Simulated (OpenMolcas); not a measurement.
# U-r2SCAN/aug-cc-pVDZ run of OH (SMILES [OH]), part 2 of 2

OpenMolcas 26.06.

## (3) The singlet anion at the same level

Contents of job.inp:

```
* HO Kohn-Sham DFT
>>> EXPORT MOLCAS_PRINT=2

&GATEWAY
  BasLib=$CurrDir
  Coord
  2
  angstrom
  O        0.411770      -0.131830       0.212430
  H       -0.411770       0.131830      -0.212430
  Basis=aug-cc-pVDZ
  Group=NoSym

&SEWARD
  GridInput
  Grid=Coarse
  End of Grid

&SCF
  Charge=-1
  KSDFT=2
  1.0 MGGA_X_R2SCAN
  1.0 MGGA_C_R2SCAN
  PrOrbitals=0
```

The basis set aug-cc-pVDZ is read from a file made from the Basis Set Exchange's data (not shown).

Command:

```bash
$ export MOLCAS_MEM=1860
$ pymolcas job.inp > job.log
```

Standard output:

```text
--- Start Module: gateway ---

                                              &GATEWAY

                       available to each process: 1.9 GB of memory, 1 thread

 Basis Set     1 Label: O.AUG-CC-PVDZ
 Basis set is read from library:.
 basistype.tbl is not found

 Basis Set     2 Label: H.AUG-CC-PVDZ
 Basis set is read from library:.
 basistype.tbl is not found

++    Symmetry information:
      ---------------------

                    Character Table for C1

                             E
                    a        1  x, y, xy, Rz, z, xz, Ry, yz, Rx, I
--

++    Basis set information:
      ----------------------

      Basis set label: O.AUG-CC-PVDZ.........

      Electronic valence basis set:
      ------------------
      Associated Effective Charge   8.000000 au
      Associated Actual Charge      8.000000 au
      Nuclear Model: Point charge

      Shell  nPrim  nBasis  Cartesian Spherical Contaminant
         s      10       4        X
         p       5       3        X
         d       2       2                 X

      Basis set label: H.AUG-CC-PVDZ.........

      Electronic valence basis set:
      ------------------
      Associated Effective Charge   1.000000 au
      Associated Actual Charge      1.000000 au
      Nuclear Model: Point charge

      Shell  nPrim  nBasis  Cartesian Spherical Contaminant
         s       5       3        X
         p       2       2        X
--

++    Molecular structure info:
      -------------------------

                    ************************************************
                    **** Cartesian Coordinates / bohr, angstrom ****
                    ************************************************

     Center  Label                x              y              z                     x              y              z
        1      O1               0.778133      -0.249123       0.401435              0.411770      -0.131830       0.212430
        2      H2              -0.778133       0.249123      -0.401435             -0.411770       0.131830      -0.212430
--

            Nuclear Potential Energy              4.39400762 au

--- Stop Module: gateway /rc=_RC_ALL_IS_WELL_ ---

--- Start Module: seward ---

                                              &SEWARD

                       available to each process: 1.9 GB of memory, 1 thread

               SEWARD will generate:
                  Multipole Moment integrals up to order  2
                  Kinetic Energy integrals
                  Nuclear Attraction integrals (point charge)
                  One-Electron Hamiltonian integrals
                  Velocity integrals
                  Orbital angular momentum around (  0.6859  -0.2196   0.3538 )
                  Velocity quadrupole around (  0.6859  -0.2196   0.3538 )
                  Two-Electron Repulsion integrals

                   Integrals are discarded if absolute value <: 1.00E-14
                   Integral cutoff threshold is set to       <: 1.00E-16

            Nuclear Potential Energy              4.39400762 au

      Basis set specifications :
      Symmetry species         a
      Basis functions           32

--- Stop Module: seward /rc=_RC_ALL_IS_WELL_ ---

--- Start Module: scf ---

                                                &SCF

                       available to each process: 1.9 GB of memory, 1 thread

 ###############################################################################
 ###     Minimized-density-differences option turned off!                    ###
 ###############################################################################
++    Input section:
      --------------

      Header of the integral files:

      Cartesian coordinates in angstrom:
      -----------------------------------------------------
      No.  Label        X            Y            Z
      -----------------------------------------------------
       1   O1         0.41177000  -0.13183000   0.21243000
       2   H2        -0.41177000   0.13183000  -0.21243000
      -----------------------------------------------------
      Nuclear repulsion energy =    4.39400762
--

++    Orbital specifications:
      -----------------------

      Symmetry species               1
                                     a
      Frozen orbitals                0
      Aufbau                         5
      Start temperature = 0.500
      End temperature   = 0.010
      Temperature Factor= 0.460
      Deleted orbitals               0
      Total number of orbitals      32
      Number of basis functions     32
--

      Molecular charge                          -1.000

      Numerical integration parameters
      --------------------------------
      Radial quadrature type:                         MHL
      Size of radial grid:                            35
      Lebedev angular grid:                           17
      Angular grid pruned with the crowding factor:  9.00E-01
                                 and fading factor:  3.00E+00
      Screening threshold for integral computation:   1.00E-11
      Radial quadrature accuracy:                     1.00E-25
      Maximum batch size:                             128
      AO values are stored on disk
      The same grid will be used for all iterations.

      DFT functional specifications
      -----------------------------
      Using Libxc version: 6.2.2
      Please cite the following reference:
      S. Lehtola, C. Steigemann, M. J.T. Oliveira, and M. A.L. Marques.,  SoftwareX 7, 1–5 (2018) doi:10.1016/j.softx.2017.11.002

++    Optimization specifications:
      ----------------------------

      SCF Algorithm: Conventional
      D(i)-D(i-1) density differences are used
      Number of density matrices in core                 5
      Maximum number of NDDO SCF iterations            400
      Maximum number of HF SCF iterations              400
      Threshold for SCF energy change             1.00E-09
      Threshold for density matrix                1.00E-04
      Threshold for Fock matrix                   1.50E-04
      Threshold for linear dependence             1.00E-09
      Threshold at which DIIS is turned on        1.50E-01
      Maximum depth in the DIIS procedure                5
      Maximum depth in the BFGS Hessian update          30
      Threshold at which QNR/C2DIIS is turned on  7.50E-02
      Threshold for Norm(delta) (QNR/C2DIIS)      1.00E-03
      All orbitals punched on: SCFORB
--

      Input vectors read from INPORB
      Orbital file label: *Guess orbitals

++ Convergence information
                                   [...]      iterations: Energy and convergence statistics

Iter     Tot. [...]      One-elec.       Two-elec.     Energy      Max Dij or  Max Fij      DNorm      TNorm      AccCon     Time
         Energy          Energy          Energy        Change      Delta Norm                                                in Sec.
   1   -74.889633024  -126.479877849    47.196237208   0.00E+00    3.88E-01*   4.50E-01*    6.56E+00   4.31E+01   None         0.
   2   -72.741642421  -108.391876082    31.256226045   2.15E+00*   3.66E-01*   1.42E-03*    4.85E+01   3.48E+01   EDIIS        0.
   3   -74.091777539  -112.095209883    33.609424728  -1.35E+00*   7.56E-02*   7.13E-02*    3.00E+01   3.62E+01   EDIIS        0.
   4   -75.668403286  -126.704278484    46.641867582  -1.58E+00*   4.87E-01*   8.89E-02*    6.81E+00   4.27E+01   EDIIS        0.
   5   -74.502827831  -112.856173066    33.959337620   1.17E+00*   1.90E-01*   3.57E-02*    1.47E+01   3.66E+01   EDIIS        0.
   6   -75.688492131  -122.723053586    42.640553839  -1.19E+00*   4.70E-02*   4.26E-02*    2.06E+00   4.12E+01   EDIIS        0.
   7   -75.739213403  -127.016061496    46.882840477  -5.07E-02*   1.26E-01*   2.30E-02*    2.54E+00   4.30E+01   EDIIS        0.
   8   -75.762756467  -124.544456379    44.387692297  -2.35E-02*   4.00E-02*   1.50E-02*    8.62E-01   4.20E+01   EDIIS        0.
   9   -75.767496584  -125.829592736    45.668088537  -4.74E-03*   1.65E-02*   6.31E-03*    1.90E-01   4.25E+01   EDIIS        0.

       Fermi aufbau procedure completed!
      nOcc=    5

  10   -75.769620890  -125.181471038    45.017842532  -2.12E-03*   1.30E-03*   1.96E-03*    6.32E-02   4.23E+01   c2DIIS       0.
  11   -75.769956225  -125.356329082    45.192365241  -3.35E-04*   1.16E-03*   4.31E-04*    8.80E-03   4.23E+01   QNRc2DIIS    0.
  12   -75.769956230  -125.348217101    45.184253255  -5.31E-09*   7.68E-04    3.58E-04*    6.01E-03   4.23E+01   QNRc2DIIS    0.
  13   -75.769956912  -125.360375958    45.196411430  -6.81E-07*   3.85E-04    2.02E-04*    3.21E-03   4.23E+01   QNRc2DIIS    0.
  14   -75.769957302  -125.354941049    45.190976131  -3.90E-07*   1.17E-06    7.34E-07     1.97E-03   4.23E+01   QNRc2DIIS    0.
  15   -75.769957302  -125.354934061    45.190969143  -3.34E-12    9.72E-08    3.54E-08     9.78E-06   4.23E+01   QNRc2DIIS    0.

       Convergence after  15 Iterations
--

 *****************************************************************************************************************************
 *                                             SCF/KS-DFT Program, Final results                                             *
 *                                                       Final Results                                                       *
 *****************************************************************************************************************************

::    Total KS-DFT energy                             -75.7699573016
      One-electron energy                            -125.3549340610
      Two-electron energy                              45.1909691433
      Nuclear repulsion energy                          4.3940076160
      Kinetic energy (interpolated)                    75.3296765323
      Virial theorem                                    1.0058447187
      Total spin, S(S+1)                                0.0000000000
      Total spin, S                                     0.0000000000
      Max non-diagonal density matrix element           0.0000000644
      Max non-diagonal Fock matrix element              0.0000000002

      No orbitals printed

++    Molecular charges:
      ------------------

      Mulliken charges per centre
      ---------------------------

                O1      H2
      Total    8.9593  1.0407

      N-E     -0.9593 -0.0407

      Total electronic charge=   10.000000

      Total            charge=   -1.000000
--

++    Molecular properties:
      ---------------------

      Charge (e):
                      =   -1.0000
      Dipole Moment (debye):
      Origin of the operator (angstrom)=    0.3630   -0.1162    0.1872
                   X= -9.9344E-01               Y=  3.1805E-01               Z= -5.1251E-01           Total=  1.1622E+00
      Center of Charge (angstrom)
                     X=    0.56978328               Y=   -0.18241866               Z=    0.29394823
      Quadrupole Moment (debye*angstrom):
      Origin of the operator (angstrom)=    0.3630   -0.1162    0.1872
                  XX= -8.9068E+00              XY= -5.8552E-01              XZ=  9.4350E-01              YY= -1.0548E+01
                  YZ= -3.0207E-01              ZZ= -1.0249E+01
      In traceless form (debye*angstrom)
                  XX=  1.4918E+00              XY= -8.7828E-01              XZ=  1.4153E+00              YY= -9.7035E-01
                  YZ= -4.5310E-01              ZZ= -5.2141E-01
--

--- Stop Module: scf /rc=_RC_ALL_IS_WELL_ ---
--- Module scf spent 1 second ---

.##################.
.# Happy landing! #.
.##################.

    Timing: Wall=1.85 User=1.43 System=0.40
```

It took 2.1 s on 1 thread of Arm Neoverse V2, shared host; peak memory 0.37 GiB.

## (4) Results

What follows sums up all 2 parts.

Level: U-r2SCAN/aug-cc-pVDZ.

| quantity | value |
| --- | --- |
| doublet OH: total energy | -75.70928 Eh |
| doublet OH: dipole moment | 1.63 D |
| doublet OH: HOMO energy (highest over α and β) | -7.72 eV |
| doublet OH: LUMO energy (lowest over α and β) | -5.48 eV |
| doublet OH: ⟨S²⟩ | 0.753 |
| singlet anion: total energy | -75.76996 Eh |
| singlet anion: HOMO energy | 2.11 eV |
| singlet anion: LUMO energy | 4.45 eV |
| singlet anion: HOMO–LUMO gap (to an unbound level, set by the basis) | 2.34 eV |
| vertical electron affinity (to the singlet anion) | 1.651 eV |

This program's gradients are faulty for this kind of reference, so any forces in the log (doublet OH) can't be trusted; the energy can. At fixed nuclei the extra electron is bound by 1.65 eV (38 kcal/mol). The HOMO (singlet anion) lies at positive energy, 2.11 eV, as semi-local functionals often give for anions; only total energies tell whether the electron is bound.
